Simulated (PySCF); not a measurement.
Geometries of 2 isomers of C3HNS, from PBE0-D3(BJ)/def2-SVP geometry optimisation, gas phase (PySCF 2.14.0). One conformer each, no zero-point energy, no frequencies.

Problem. Which isomer lies lower at this level?
A.
```xyz
6
angstrom
C     -0.983    1.628    0.500
C     -0.366    0.606    0.268
N      0.289   -0.480    0.019
C      0.895   -1.483   -0.210
S      1.692   -2.801   -0.510
H     -1.527    2.530    0.706
```
B.
```xyz
6
angstrom
N     -2.134   -0.871    0.702
C     -1.206   -0.311    0.285
C     -0.086    0.392   -0.225
C      1.119   -0.157   -0.332
S      2.527   -0.779   -0.462
H     -0.213    1.434   -0.543
```

Solution. B. That is `C(#N)C=C=S`, 8.9 kcal/mol below the other.

```tsv
SMILES	atoms numbered as above	E (Eh)	relative (kcal/mol)	relative (kJ/mol)	dipole (D)
N#CC=C=S	[N:1]#[C:2][CH:3]=[C:4]=[S:5]	-567.20401	0.0	0.0	3.96
C#CN=C=S	[CH:1]#[C:2][N:3]=[C:4]=[S:5]	-567.18978	8.9	37.3	1.43
```

As drawn, the lower has a C≡N group and a C=C bond outside aromatic rings, which the higher lacks; the higher has a C≡C bond and a C=N bond, which the lower lacks.
